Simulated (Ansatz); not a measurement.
Input file:

```yaml
crystal:
  periodic: [false, false, false]
  atoms:
    - {symbol: B, position_ang: [0.098152, 1.346262, 0.643535]}
    - {symbol: Si, position_ang: [-0.066722, -0.218131, 1.752123]}
    - {symbol: Ge, position_ang: [0.009899, -0.097021, -0.780472]}
    - {symbol: H, position_ang: [0.093007, -1.369648, 0.522806]}
basis:
  gaussian: {orbitals: cc-pVDZ}
magnetization: {spin_polarized: true, initial_magnetization: 2}
correlation: {method: mp2, electrons: outside_noble_gas}
scf: {lower_state_search: full}
output: {forces: true}
```

```sh
$ ansatz run in.yaml --threads 1 --pin off --events-out ev --progress --plain --max-ram 2393MiB
```

Output:

```
690 factors; integrals over basis functions are off by at most 1.3e-3 eV
mean field evaluation 1: about -65016.8401 eV, gradient 8.1e0 eV
mean field evaluation 2: about -65016.8766 eV, gradient 8.1e0 eV
mean field evaluation 4: about -65018.2067 eV, gradient 2.6e0 eV
mean field evaluation 8: about -65018.4298 eV, gradient 3.3e-1 eV
mean field evaluation 16: about -65018.4414 eV, gradient 1.5e-5 eV
mean field evaluation 32: about -65018.4343 eV, gradient 1.7e-1 eV
mean field evaluation 64: about -65018.3990 eV, gradient 4.6e-1 eV
mean field evaluation 96: about -64941.0256 eV, gradient 2.0e2 eV
mean field evaluation 128: about -65017.8915 eV, gradient 7.9e-1 eV
mean field evaluation 160: about -65002.9296 eV, gradient 3.0e1 eV
mean field evaluation 192: about -65017.7992 eV, gradient 6.2e0 eV
mean field evaluation 224: about -65017.6564 eV, gradient 2.0e0 eV
mean field evaluation 256: about -65016.6374 eV, gradient 1.8e0 eV
mean field -65018.44136287 eV, -2389.3836490029 hartree, gradient 2.4e-6 eV, S^2 2.110082; 17 other end points of the search recorded, 0 dependent functions left out
20 core orbitals not correlated: weight in the atoms' cores, before any rotation towards them, 1.000 or more for the frozen orbitals, at most 0.000 for the correlated occupied ones
reference -65018.44136287 eV, -2389.3836490029 hartree; 7, 5 occupied and 37, 39 virtual orbitals, 690 factors
second order -6.18223882 eV of doubles, -0.00000000 eV of singles
the calculation of the forces begins
Total energy: -65024.62360169 eV, -2389.6108420892 hartree
Atom 0 at     0.098152     1.346262     0.643535 Å, force    -0.016870     0.251570    -0.252734 eV/Å
Atom 1 at    -0.066722    -0.218131     1.752123 Å, force     0.057605    -0.686208     0.363969 eV/Å
Atom 2 at     0.009899    -0.097021    -0.780472 Å, force     0.087447    -0.251490    -0.171415 eV/Å
Atom 3 at     0.093007    -1.369648     0.522806 Å, force    -0.128181     0.686128     0.060180 eV/Å
Dipole moment:    -0.027490    -0.193106    -0.137117 e Å
```

Forces (eV/Å):
```
B   -0.017  0.252 -0.253
Si   0.058 -0.686  0.364
Ge   0.087 -0.251 -0.171
H   -0.128  0.686  0.060
```

Ran on 1 thread of Arm Neoverse V2, shared host: 12 s wall, 0.2 GiB peak host memory.
